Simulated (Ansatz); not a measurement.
**Worked example: building the atomization energy of C2H3O, doublet**

Measured: the G2/97 heats of formation, with zero-point and thermal terms from B3LYP taken off, give an electronic atomization energy of 581.4 kcal/mol (Curtiss et al., J. Chem. Phys. 106, 1063 (1997); Staroverov et al., J. Chem. Phys. 119, 12129 (2003)). The calculation below tries to reproduce it.

Geometry (MP2(full)/6-31G*, from the G2/97 set):

```csv
atom,x (Å),y (Å),z (Å)
C,-1.0631,-0.7108,0.0000
C,-0.0848,0.4433,0.0000
H,-0.5404,-1.6708,0.0000
H,-1.7024,-0.6262,0.8811
H,-1.7024,-0.6262,-0.8811
O,1.1103,0.3850,0.0000
```

Atomization energies (atoms less molecule, kcal/mol) from Ansatz 0.2.0, frozen cores, unrestricted molecule, unrestricted atoms, sets cc-pVDZ, cc-pVTZ, cc-pVQZ:

```tsv
level	DZ	TZ	QZ
HF	405.64	413.92	415.09
CCSD(T)	537.59	565.30	574.13
CCSDT	537.72	564.88	–
CCSDT(Q)	538.54	565.74	–
```

Question: Extrapolate Hartree–Fock with exp(−5.46 √X) and the CCSD(T) correlation part with X⁻³ (X = 3, 4), add each higher step from the largest set that has it, and compare with the measured value.

Answer: Hartree–Fock: 415.09 + (415.09 − 413.92) × 0.301 = 415.44.
Correlation: TZ 151.38, QZ 159.04; (64 × 159.04 − 27 × 151.38) / 37 = 164.63.
Full triples (TZ): 564.88 − 565.30 = -0.42.
(Q) (TZ): 565.74 − 564.88 = 0.86.
Sum: 580.5 kcal/mol, 0.9 below the measured 581.4.

The steps beyond CCSD(T) add 0.44 kcal/mol, while going from QZ to the limit adds 5.94. Core correlation, scalar relativity, spin–orbit terms and the relaxation from this MP2 geometry are missing from the sum, and the measured value has its own uncertainty.
